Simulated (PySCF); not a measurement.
C3H8O, SMILES CCOC.

The structure is a stationary point at B3LYP-D3(BJ)/def2-SVP. The values are those of a single conformer.

These are SMD-M06-2X/def2-SVP in PySCF values and carry that method's errors.

Solvation free energies are E(SMD) − E(gas) at the gas-phase geometry, for 1 M in both phases. In vacuum the dipole moment is 1.34 D.

Computed solvation free energies in water, acetonitrile, ethylethanoate:
```csv
solvent,ΔG(solv) (kcal/mol),its non-electrostatic (CDS) part,dipole (D)
water,-1.2,3.3,1.87
acetonitrile,-2.6,-0.1,1.67
ethylethanoate,-2.5,-0.7,1.57
```
